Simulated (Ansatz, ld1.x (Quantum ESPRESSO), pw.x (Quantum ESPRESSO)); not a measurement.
**tantalum (Ta): does the TM potential hold in the solid?**

Ta, norm-conserving Troullier–Martins (Kleinman–Bylander form), made with ld1.x (Quantum ESPRESSO) 7.5 (LDA (PW92), scalar-relativistic). Core [Xe] 4f14, reference 5d3 6s1 6p1. Waves: 6p (bound): rc 4.15 bohr; 5d (bound): rc 1.90 bohr; 6s (bound): rc 2.90 bohr. Local part: the s channel. Core correction: none.

Crystal test: bcc Ta in pw.x 7.5, no spin, 14³ k-points, Fermi–Dirac smearing 0.01 Ry, cutoffs 45/180 Ry. The reference is all-electron LAPW (Ansatz 0.2.0) with the same functional, mesh and smearing; V0 and B0 come from Birch–Murnaghan fits to the pressures at five volumes. Errors are pseudo minus all-electron; Δ is the rms difference of the E(V) curves that follow from these fits, minima aligned, over ±6 % about the mean V0. Mesh and smearing are coarse, so the numbers serve the comparison and aren't converged zero-temperature values; the lattice is a test structure that the element need not adopt.

```
V (Å³/atom)  P all-electron (GPa)  P pseudo (GPa)
     16.272                 13.97           11.52
     16.700                  7.30            5.11
     17.128                  1.38           -0.59
     17.556                 -3.88           -5.65
     17.984                 -8.54          -10.12
```

All-electron: a0 = 3.255 Å (V0 = 17.24 Å³/atom), B0 = 217.7 GPa.

Pseudopotential: mean pressure error (GPa): -1.99; a0 (Å): 3.245; a0 error (%): -0.30; B0 error (%): -0.5; Δ (meV/atom): 7.4. The largest radius (4.15 bohr) exceeds half the bond length (2.66 bohr), so the spheres overlap, which is one possible source of error among others.

At the middle volume, how do free energy and pressure move when the wave cutoff is lowered (ecutrho kept at four times it)?

| cutoff (Ry) | shift of F (meV/atom) | shift of P (GPa) |
| --- | --- | --- |
| 20 | +784.2 | -27.59 |
| 27 | +62.4 | -4.04 |
| 36 | +0.8 | -0.02 |

The run at the middle volume (104 k-points, 7 iterations) took about 6.5 s on one core of a shared host (Neoverse-V1, 32 threads, 247 GiB, load 16).
